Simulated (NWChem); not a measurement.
System: fluorine (F$_{2}$); SMILES FF

NWChem input:

```
start job
memory heap 200 mb stack 900 mb global 1100 mb
geometry units angstroms noautosym nocenter noautoz
  F      0.000000     0.000000     0.687796
  F      0.000000     0.000000    -0.687796
end
basis spherical
  F library pcj-1
end
dft
  odft
  mult 1
  xc pbe0
  iterations 150
end
property
  spinspin 1 1 2
end
task dft property
```

All runs use the structure optimised with PBE0-D3(BJ)/def2-TZVP.

Isotropic indirect couplings, all four terms, static geometry, non-relativistic.

Atoms are numbered as in the input.

**Question.** Predict the main results of this run. (PBE0/pcJ-1.) Quantities: J(19F atom 1, 19F atom 2) (Hz).

**Answer.** 
```json
{
  "J(19F atom 1, 19F atom 2) (Hz)": "13763.4"
}
```
